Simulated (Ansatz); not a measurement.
This geometry of ClH₃Si (5 atoms, charge 0, multiplicity 1) is a first-order saddle point.

Method: RKS r2SCAN-D4/def2-TZVP (Ansatz).

```xyz
5
Properties=species:S:1:pos:R:3
Si 0.273 0.015 -0.485
H 0.542 0.102 1.157
H 1.477 -0.092 0.427
H -0.554 1.155 -0.013
Cl -0.847 -1.727 -0.455
```

(1) Which two structures does it join? (They come from a converged band through this point; their orientation in space is the band's.)

(2) How far does it lie above each of them?

Results:

(1) Bonds broken: Si1–H2, Si1–H3. Bonds formed: H2–H3. ClH3Si becomes ClHSi + H2.

First end point:

```xyz
5
Properties=species:S:1:pos:R:3
Si 0.240 -0.006 0.170
H 0.228 -0.035 1.648
H 1.630 -0.035 -0.334
H -0.461 1.199 -0.326
Cl -0.746 -1.670 -0.527
```

Last end point:

```xyz
5
Properties=species:S:1:pos:R:3
Si 0.209 0.085 -0.819
H 0.819 0.141 1.176
H 1.407 -0.107 0.724
H -0.641 1.003 0.051
Cl -0.904 -1.668 -0.501
```

(2) 61.5 kcal/mol above the first and 10.3 kcal/mol above the second. This is the barrier of this one path; another mechanism may lie lower. The orbitals stay closed-shell, which can raise the energy where a bond breaks towards radicals; this wasn't checked here.

The run took 110 s on 2 threads of Intel(R) Xeon(R) Platinum 8259CL CPU @ 2.50GHz (Skylake/Cascade Lake), with other jobs on the host, peak memory 0.17 GiB.
